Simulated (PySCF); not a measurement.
PySCF input file for SiH2, SMILES [SiH2] (connectivity only; charge and spin as stated), neutral, multiplicity 1, EOM-CCSD/aug-cc-pVDZ. Coordinates come from a r2SCAN-D4/def2-TZVPD optimisation. The isomer is the one that the SMILES or the coordinates give; other isomers of the formula were not compared.

```python
import numpy as np
from pyscf import gto, scf, dft, cc
from pyscf.cc import eom_rccsd

mol = gto.M(
    atom='''
    Si    0.00000000   -0.00000000    0.13378191
    H     0.00000000    1.08545333   -0.93647334
    H     0.00000000   -1.08545326   -0.93647340
    ''',
    basis='aug-cc-pVDZ',
    charge=0,
    spin=0,
    max_memory=1600,
    verbose=4,
)
mf = scf.RHF(mol)
mf.conv_tol = 1e-10
mf.max_cycle = 100
mf.kernel()
mycc = cc.CCSD(mf, frozen=5)
mycc.conv_tol = 1e-8
mycc.kernel()
mycc.solve_lambda()
dip = scf.hf.dip_moment(mol, mycc.make_rdm1(ao_repr=True))
res = {}
for name, solver, nroots, keep in (('singlet', eom_rccsd.EOMEESinglet, 9, 6), ('triplet', eom_rccsd.EOMEETriplet, 6, 3), ('IP', eom_rccsd.EOMIP, 6, 5), ('EA', eom_rccsd.EOMEA, 3, 2)):
    eom = solver(mycc)
    eom.max_cycle, eom.max_space = 200, 40
    e = eom.kernel(nroots=nroots)[0]
    res[name] = (e[:keep] * 27.211386245988, all(eom.converged[:keep]))
    print(name, 'roots / eV', res[name][0].round(3))
```

Program output:

```
PySCF version 2.14.0

[INPUT] verbose = 4
[INPUT] num. atoms = 3
[INPUT] num. electrons = 16
[INPUT] charge = 0
[INPUT] spin (= nelec alpha-beta = 2S) = 0
[INPUT] symmetry False subgroup None
[INPUT] Mole.unit = angstrom
[INPUT] Symbol           X                Y                Z      unit          X                Y                Z       unit  Magmom
[INPUT]  1 Si     0.000000000000   0.000000000000   0.133781910000 AA    0.000000000000   0.000000000000   0.252811170321 Bohr   0.0
[INPUT]  2 H      0.000000000000   1.085453330000  -0.936473340000 AA    0.000000000000   2.051209514697  -1.769678135557 Bohr   0.0
[INPUT]  3 H      0.000000000000  -1.085453260000  -0.936473400000 AA    0.000000000000  -2.051209382416  -1.769678248940 Bohr   0.0

nuclear repulsion = 9.96391652945068
number of shells = 18
number of NR pGTOs = 72
number of NR cGTOs = 45
basis = aug-cc-pVDZ
ecp = {}


[settings echo left out]
init E= -289.687209872574
  HOMO = -0.21275556269903  LUMO = -0.0746604411320035  gap/eV = 3.75776
cycle= 1 E= -290.007322368281  delta_E= -0.32  |g|= 0.142  |ddm|=  1.1
  HOMO = -0.355241252580311  LUMO = -0.0189826762022887  gap/eV = 9.15006
cycle= 2 E= -290.018271207117  delta_E= -0.0109  |g|= 0.0321  |ddm|= 0.316
  HOMO = -0.337748021621631  LUMO = -0.00259463993386921  gap/eV = 9.11999
cycle= 3 E= -290.018982928536  delta_E= -0.000712  |g|= 0.00871  |ddm|= 0.108
  HOMO = -0.339385293640916  LUMO = -0.00332100079057263  gap/eV = 9.14478
cycle= 4 E= -290.019055978809  delta_E= -7.31e-05  |g|= 0.00151  |ddm|= 0.0422
  HOMO = -0.339551132212874  LUMO = -0.00353502126841754  gap/eV = 9.14346
cycle= 5 E= -290.019059088359  delta_E= -3.11e-06  |g|= 0.000333  |ddm|= 0.00839
  HOMO = -0.339539724166783  LUMO = -0.00353133387550653  gap/eV = 9.14325
cycle= 6 E= -290.019059249349  delta_E= -1.61e-07  |g|= 3.06e-05  |ddm|= 0.002
  HOMO = -0.33954250006314  LUMO = -0.0035358438228692  gap/eV = 9.14321
cycle= 7 E= -290.019059250364  delta_E= -1.01e-09  |g|= 3.41e-06  |ddm|= 0.000142
  HOMO = -0.339542810162067  LUMO = -0.00353625927246037  gap/eV = 9.14320
cycle= 8 E= -290.019059250379  delta_E= -1.55e-11  |g|= 6.84e-07  |ddm|= 1.62e-05
  HOMO = -0.339542750102024  LUMO = -0.00353627901078557  gap/eV = 9.14320
Extra cycle  E= -290.019059250379  delta_E= -4.55e-13  |g|= 2.9e-07  |ddm|= 2.66e-06
converged SCF energy = -290.019059250379

******** <class 'pyscf.cc.ccsd.CCSD'> ********
CC2 = 0
CCSD nocc = 3, nmo = 40
frozen orbitals 5
max_cycle = 50
direct = 0
conv_tol = 1e-08
conv_tol_normt = 1e-05
diis_space = 6
diis_start_cycle = 0
diis_start_energy_diff = 1e+09
Init t2, MP2 energy = -290.111882829897  E_corr(MP2) -0.0928235795174769
Init E_corr(CCSD) = -0.0928235795175489
cycle = 1  E_corr(CCSD) = -0.112728631623671  dE = -0.0199050521  norm(t1,t2) = 0.0486191
cycle = 2  E_corr(CCSD) = -0.118297880643961  dE = -0.00556924902  norm(t1,t2) = 0.0217342
cycle = 3  E_corr(CCSD) = -0.122043751643638  dE = -0.003745871  norm(t1,t2) = 0.0118367
cycle = 4  E_corr(CCSD) = -0.121906056189988  dE = 0.000137695454  norm(t1,t2) = 0.00329699
cycle = 5  E_corr(CCSD) = -0.121861038958941  dE = 4.5017231e-05  norm(t1,t2) = 0.000930086
cycle = 6  E_corr(CCSD) = -0.121884194602334  dE = -2.31556434e-05  norm(t1,t2) = 0.000367211
cycle = 7  E_corr(CCSD) = -0.121880486232962  dE = 3.70836937e-06  norm(t1,t2) = 0.000111435
cycle = 8  E_corr(CCSD) = -0.121880269693398  dE = 2.16539563e-07  norm(t1,t2) = 3.65594e-05
cycle = 9  E_corr(CCSD) = -0.121880265605201  dE = 4.08819725e-09  norm(t1,t2) = 1.34632e-05
cycle = 10  E_corr(CCSD) = -0.121880169166106  dE = 9.64390954e-08  norm(t1,t2) = 4.98436e-06
cycle = 11  E_corr(CCSD) = -0.12188001758104  dE = 1.51585065e-07  norm(t1,t2) = 1.76139e-06
cycle = 12  E_corr(CCSD) = -0.121879942612145  dE = 7.49688952e-08  norm(t1,t2) = 6.6824e-07
cycle = 13  E_corr(CCSD) = -0.121879924144122  dE = 1.84680234e-08  norm(t1,t2) = 2.6928e-07
cycle = 14  E_corr(CCSD) = -0.121879921600753  dE = 2.54336863e-09  norm(t1,t2) = 1.27138e-07
CCSD converged
E(CCSD) = -290.1409391719802  E_corr = -0.1218799216007531
cycle = 1  norm(lambda1,lambda2) = 0.00965514
cycle = 2  norm(lambda1,lambda2) = 0.00290861
cycle = 3  norm(lambda1,lambda2) = 0.00137746
cycle = 4  norm(lambda1,lambda2) = 0.000438794
cycle = 5  norm(lambda1,lambda2) = 0.000131799
cycle = 6  norm(lambda1,lambda2) = 5.02612e-05
cycle = 7  norm(lambda1,lambda2) = 1.55993e-05
cycle = 8  norm(lambda1,lambda2) = 4.98929e-06
Dipole moment(X, Y, Z, Debye):  0.00000, -0.00000, -0.07020

******** <class 'pyscf.cc.eom_rccsd.EOMEESinglet'> ********
max_space = 40
max_cycle = 200
conv_tol = 1e-08
partition = None
EOM-CCSD root 0 E = 0.09087336562896287  qpwt = 0.942631  conv = True
EOM-CCSD root 1 E = 0.1688307632410024  qpwt = 0.928369  conv = True
EOM-CCSD root 2 E = 0.2307266423945895  qpwt = 0.904367  conv = True
EOM-CCSD root 3 E = 0.2399108816874775  qpwt = 0.108904  conv = True
EOM-CCSD root 4 E = 0.251012635231238  qpwt = 0.943662  conv = True
EOM-CCSD root 5 E = 0.2772998539166812  qpwt = 0.799932  conv = True
EOM-CCSD root 6 E = 0.277541093015917  qpwt = 0.945739  conv = True
EOM-CCSD root 7 E = 0.2792539270136789  qpwt = 0.942625  conv = True
EOM-CCSD root 8 E = 0.3010056733374592  qpwt = 0.83686  conv = True
singlet roots / eV [2.473 4.594 6.278 6.528 6.83  7.546]

******** <class 'pyscf.cc.eom_rccsd.EOMEETriplet'> ********
max_space = 40
max_cycle = 200
conv_tol = 1e-08
partition = None
EOM-CCSD root 0 E = 0.0446447827976272  qpwt = 0.96487  conv = True
EOM-CCSD root 1 E = 0.1501934024364976  qpwt = 0.92841  conv = True
EOM-CCSD root 2 E = 0.19368389624616  qpwt = 0.960512  conv = True
EOM-CCSD root 3 E = 0.2206134223195069  qpwt = 0.94998  conv = True
EOM-CCSD root 4 E = 0.2634025384624346  qpwt = 0.933888  conv = True
EOM-CCSD root 5 E = 0.2692957948680691  qpwt = 0.953761  conv = True
triplet roots / eV [1.215 4.087 5.27 ]

******** <class 'pyscf.cc.eom_rccsd.EOMIP'> ********
max_space = 40
max_cycle = 200
conv_tol = 1e-08
partition = None
EOM-CCSD root 0 E = 0.3457770517252188  qpwt = 0.961521  conv = True
EOM-CCSD root 1 E = 0.4385017780962812  qpwt = 0.943773  conv = True
EOM-CCSD root 2 E = 0.500128143560245  qpwt = 1.18689e-31  conv = True
EOM-CCSD root 3 E = 0.5789771064566925  qpwt = 2.79896e-31  conv = True
EOM-CCSD root 4 E = 0.614597809209414  qpwt = 0.751674  conv = True
EOM-CCSD root 5 E = 0.6177163759814412  qpwt = 2.82731e-28  conv = True
IP roots / eV [ 9.409 11.932 13.609 15.755 16.724]

******** <class 'pyscf.cc.eom_rccsd.EOMEA'> ********
max_space = 40
max_cycle = 200
conv_tol = 1e-08
partition = None
EOM-CCSD root 0 E = -0.03409488187069745  qpwt = 0.959185  conv = True
EOM-CCSD root 1 E = 0.03442219591513219  qpwt = 0.991325  conv = True
EOM-CCSD root 2 E = 0.05502757762888055  qpwt = 0.991161  conv = True
EA roots / eV [-0.928  0.937]
```

The run converged.
